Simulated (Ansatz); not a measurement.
# C4H6FN: ranking of conformers from a Python script

Wanted for C4H6FN: a ranking of conformers. SMILES: N=CC/C=C/F.

Program: Ansatz 0.2.0, driven from Python. Level of theory: PBE+D3(BJ)/cc-pVDZ. These are calculated values, not measurements.

## (1) The system

The script builds its own geometries from the SMILES N=CC/C=C/F.

No structure file is read: the coordinates are typed or built in the script.

## (2) The script

Contents of conformers_c4h6fn.py:

```python
"""Conformer energies of C4H6FN."""

import ansatz as az
from rdkit import Chem
from rdkit.Chem import AllChem

rd = Chem.AddHs(Chem.MolFromSmiles("N=CC/C=C/F"))
ids = list(AllChem.EmbedMultipleConfs(rd, numConfs=20, randomSeed=935, pruneRmsThresh=0.4))
field = [energy for _, energy in AllChem.MMFFOptimizeMoleculeConfs(rd)]
distinct = {round(e, 2): i for i, e in zip(ids, field)}
chosen = sorted(distinct.items())[:3]
found = []
for force_field, index in chosen:
    mol = az.Crystal.molecule()
    for atom, xyz in zip(rd.GetAtoms(), rd.GetConformer(index).GetPositions()):
        mol = mol.atom(atom.GetSymbol(), xyz.round(5).tolist())
    base = (
        mol.calculation()
        .basis(gaussian="cc-pVDZ")
        .functional("pbe", dispersion="d3bj")
        .scf(lower_state_search="standard")
    )
    found.append(base.run(threads=1, backend="cpu").report["free_energy_ev"])
print("conformer   MMFF (kcal/mol)   this level (kcal/mol)")
for (force_field, index), e in zip(chosen, found):
    print(f"{index:9d} {force_field - chosen[0][0]:17.2f} {23.060548 * (e - min(found)):17.3f}")
```

## (3) The calls as engine input

The package turns the script's settings into the engine's input (first run):

```yaml
crystal:
  periodic: [false, false, false]
  atoms:
    - { symbol: "N", position_ang: [-1.7181, -1.21497, -0.85119] }
    - { symbol: C, position_ang: [-1.33971, -0.54936, 0.18911] }
    - { symbol: C, position_ang: [-0.51143, 0.70257, 0.0668] }
    - { symbol: C, position_ang: [0.85441, 0.419, 0.60756] }
    - { symbol: C, position_ang: [1.94193, 0.30217, -0.15548] }
    - { symbol: F, position_ang: [3.14824, 0.05423, 0.38531] }
    - { symbol: H, position_ang: [-2.26387, -2.03531, -0.56168] }
    - { symbol: H, position_ang: [-1.61295, -0.88568, 1.20428] }
    - { symbol: H, position_ang: [-0.98663, 1.49604, 0.65154] }
    - { symbol: H, position_ang: [-0.47551, 1.01973, -0.98099] }
    - { symbol: H, position_ang: [0.9641, 0.31225, 1.68331] }
    - { symbol: H, position_ang: [1.99953, 0.37933, -1.23225] }
basis:
  gaussian:
    orbitals: cc-pVDZ
hamiltonian:
  xc: pbe
  dispersion: d3bj
scf:
  lower_state_search: standard
```

## (4) The run

The run is started by

```
> python conformers_c4h6fn.py
```

**Question.** What results will this script give? Wanted: lowest; next above it by.

As calculated:

| quantity | value |
| --- | --- |
| runs compared | 3 |
| lowest | run 1 |
| next above it by | 0.028 eV |

What this shows: The structures are force-field minima, not relaxed at this level. The SMILES has no stereo marks, so cis and trans isomers can stand among them. Of those tried, run 1 is lowest; run 2 lies 0.028 eV above it. The conformers keep their force-field geometries.
